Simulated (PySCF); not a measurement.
Molecule: `CCB`, C$_{2}$H$_{7}$B.

Geometry (Å), atoms numbered from 1 in this order:
```xyz
10

B     1.3220    0.3107    0.4546
C     0.0024   -0.3618   -0.0254
C    -1.3236    0.1768    0.4967
H     2.3869   -0.1102    0.0578
H     1.3271    1.2534    1.2175
H     0.0394   -0.3413   -1.1344
H     0.1120   -1.4453    0.1858
H    -1.3775    0.1087    1.5943
H    -2.1887   -0.3699    0.0904
H    -1.4533    1.2387    0.2363
```

Spin–spin couplings on one PBE0-D3(BJ)/def2-SVP geometry, PySCF, gas phase, non-relativistic, equivalent pairs averaged (spin–dipole term only in couplings to heteroatoms); isotopes 13C, 1H, 11B; basis pcJ-1.

**Question.** How do the couplings (Hz) change with the functional? Times are CPU seconds on shared hosts with different chips, so compare them loosely; the GGAs took longer than the global hybrids here, which isn't the general rule, and the cause wasn't traced.

**Answer.** 
| functional | functions | 1J(C3,H8) | 1J(B1,H4) | 1J(C2,H6) | 1J(B1,C2) | 1J(C2,C3) | 2J(H6,H7) | 2J(H8,H9) | core-s |
| --- | --- | --- | --- | --- | --- | --- | --- | --- | --- |
| HF | 151 | 159.4 | 146.1 | 139.4 | 73.5 | 65.0 | -41.6 | -29.0 | 3 |
| LDA | 151 | 100.3 | 102.3 | 88.7 | 33.8 | 22.7 | -15.8 | -8.9 | 4.9 |
| PBE | 151 | 120.6 | 124.0 | 105.6 | 44.8 | 32.0 | -21.5 | -12.7 | 6.7 |
| KT2 | 151 | 126.4 | 128.0 | 109.6 | 35.1 | 23.2 | -28.5 | -17.5 | 6.7 |
| B3LYP | 151 | 132.1 | 133.6 | 116.1 | 51.1 | 38.4 | -24.2 | -14.2 | 6 |
| PBE0 | 151 | 124.6 | 125.8 | 109.0 | 48.8 | 36.6 | -23.9 | -14.8 | 5.6 |
| B97-2 | 151 | 119.2 | 129.1 | 103.4 | 51.3 | 36.4 | -20.7 | -12.7 | 5.5 |
| BHandHLYP | 151 | 142.0 | 140.1 | 125.0 | 58.5 | 46.7 | -28.1 | -17.4 | 5.3 |
| CAM-B3LYP | 151 | 129.5 | 130.7 | 114.0 | 50.3 | 38.3 | -24.5 | -14.5 | 6.8 |
